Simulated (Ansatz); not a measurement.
**CH₃BSi: one structure at several levels**

The atoms stand at a frame of a short trajectory. How far do the functionals agree with CCSD(T) there?

Computed with Ansatz 0.2.0, Gaussian basis. Level: single points in def2-TZVPP.

Correlated methods freeze the cores.

1 further run of the same task is left out (it didn't finish).

## 1. The system as given

SMILES `BC#[SiH]`, 6 atoms, charge 0, spin multiplicity 1.

Atoms are counted from 1 here; the program's logs count them from 0.

Bond lengths: B1–C2 1.524 Å, B1–H4 1.254 Å, B1–H5 1.235 Å, C2–Si3 1.646 Å, Si3–H6 1.495 Å. Angles: C2–B1–H4 120.1°, C2–B1–H5 122.2°, H4–B1–H5 117.8°, B1–C2–Si3 148.7°, C2–Si3–H6 158.1°.

Coordinates:

```
B    -0.51192   -0.18153   -1.19138
C    -0.12714   -0.30176    0.27850
Si    0.71780    0.28354    1.56420
H    -1.34853   -0.97214   -1.68875
H    -0.02785    0.68296   -1.92896
H     1.23300    0.36337    2.96580
```

## 2. PBE-D4/def2-TZVPP

File run/in.yaml:

```yaml
crystal:
  periodic: [false, false, false]
  atoms:
    - {symbol: B, position_ang: [-0.511915, -0.181527, -1.191382]}
    - {symbol: C, position_ang: [-0.127136, -0.301760, 0.278501]}
    - {symbol: Si, position_ang: [0.717802, 0.283539, 1.564196]}
    - {symbol: H, position_ang: [-1.348528, -0.972142, -1.688752]}
    - {symbol: H, position_ang: [-0.027846, 0.682957, -1.928962]}
    - {symbol: H, position_ang: [1.233003, 0.363368, 2.965798]}
basis:
  gaussian: {orbitals: def2-TZVPP}
hamiltonian: {xc: pbe, dispersion: d4}
output: {forces: true}
```

On the command line:

```bash
$ ansatz run in.yaml --threads 2 --pin off --events-out ev --progress --plain --max-ram 3481MiB
```

## 3. r2SCAN-D4/def2-TZVPP

run/in.yaml: that of step 2 with these lines changed.

```diff
@@ -11,3 +11,3 @@
   gaussian: {orbitals: def2-TZVPP}
-hamiltonian: {xc: pbe, dispersion: d4}
+hamiltonian: {xc: r2scan, dispersion: d4}
 output: {forces: true}
```

## 4. PBE0-D4/def2-TZVPP

run/in.yaml: that of step 3 with these lines changed.

```diff
@@ -11,3 +11,3 @@
   gaussian: {orbitals: def2-TZVPP}
-hamiltonian: {xc: r2scan, dispersion: d4}
-output: {forces: true}
+hamiltonian: {xc: pbe0, dispersion: d4}
+output: {forces: true, orbitals: {seedname: orbitals}}
```

## 5. wB97M-V/def2-TZVPP

run/in.yaml: that of step 4 with these lines changed.

```diff
@@ -11,3 +11,3 @@
   gaussian: {orbitals: def2-TZVPP}
-hamiltonian: {xc: pbe0, dispersion: d4}
-output: {forces: true, orbitals: {seedname: orbitals}}
+hamiltonian: {xc: {name: wB97M-V}}
+output: {forces: true}
```

## 6. CCSD(T)/def2-TZVPP

run/in.yaml: that of step 5 with these lines changed.

```diff
@@ -11,3 +11,3 @@
   gaussian: {orbitals: def2-TZVPP}
-hamiltonian: {xc: {name: wB97M-V}}
+correlation: {method: ccsd_t}
 output: {forces: true}
```

(Steps that only read results are left out.)

Q: Predict the outcome of this session. Wanted: energy less free atoms, CCSD(T)/def2-TZVPP; RMS force component; RMS force error; HOMO and LUMO, PBE0-D4; T1 diagnostic.

The runs gave:

| quantity | value |
| --- | --- |
| energy less free atoms, CCSD(T)/def2-TZVPP | -19.421 eV |
| RMS force component | 0.454 to 0.506 eV/Å over the methods |
| RMS force error | PBE-D4 0.273, r2SCAN-D4 0.246, PBE0-D4 0.285, wB97M-V 0.340 eV/Å |
| HOMO and LUMO, PBE0-D4 | -6.75 and -2.54 eV |
| T1 diagnostic | 0.029 |

Against CCSD(T) the functionals' energies less atoms differ by -1.166 to -0.478 eV, PBE-D4 by -1.166 eV. The reference is not at the basis limit: in triple zeta CCSD(T) underbinds, which counts against methods that bind more; the gaps are no ranking. On forces the order runs from r2SCAN-D4 to wB97M-V. Frozen-core CCSD(T) forces in triple zeta carry basis errors of their own, and this is one geometry, so small gaps rank nothing. The T1 diagnostic is large here, over the usual mark for main-group molecules (transition-metal compounds often pass it harmlessly), so CCSD(T) itself may be off. The restricted Hartree–Fock reference is unstable towards an unrestricted one at one or more of these structures.
